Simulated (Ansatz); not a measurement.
Gas-phase electronic energies from Ansatz, PBE0-D4/def2-TZVP geometries. CCSD(T)/CBS is the MP2 limit (def2-TZVPP, def2-QZVPP) plus CCSD(T) − MP2 in def2-TZVPP, frozen cores. DFT in def2-TZVPP. Each species was taken in one conformer, which may not be the lowest.

Consider the isomerisation: `NC/C=C\F` → `C=C(N)CF`.

`NC/C=C\F`:

```xyz
11

N    -0.054   -1.769    0.028
C     0.409   -0.467    0.492
C    -0.593    0.580    0.142
C    -0.342    1.714   -0.486
F     0.891    2.067   -0.880
H     0.582   -2.497    0.326
H    -0.077   -1.788   -0.985
H     1.396   -0.173    0.112
H     0.493   -0.519    1.584
H    -1.627    0.387    0.408
H    -1.080    2.465   -0.742
```

`C=C(N)CF`:

Z-matrix (Å, degrees):
```
C
F 1 1.391
C 1 1.494 2 110.4
H 1 1.095 2 106.7 3 120.1
H 1 1.090 2 108.3 3 -121.5
N 3 1.382 1 113.3 2 50.9
C 3 1.335 1 120.7 2 -134.4
H 6 1.008 3 114.1 1 -34.5
H 6 1.007 3 115.3 1 -166.8
H 7 1.084 3 121.9 1 -175.3
H 7 1.081 3 120.4 1 2.9
```

Q: Is it downhill or uphill in electronic energy at CCSD(T)/CBS, and by how much? (An estimate is asked.)

A: Computed: Downhill: ΔE = -7.2 kcal/mol.

Q: What do these levels give: r2SCAN-D4, PBE0-D4, ωB97M-V, MP2/def2-TZVPP, HF/def2-QZVPP, MP2/def2-QZVPP? (Estimate.)

A: Computed: r2SCAN-D4 -8.8, PBE0-D4 -8.0, ωB97M-V -7.7, MP2/def2-TZVPP -7.9, HF/def2-QZVPP -7.1, MP2/def2-QZVPP -7.9 kcal/mol.

Largest T1 diagnostic among the species: 0.011.
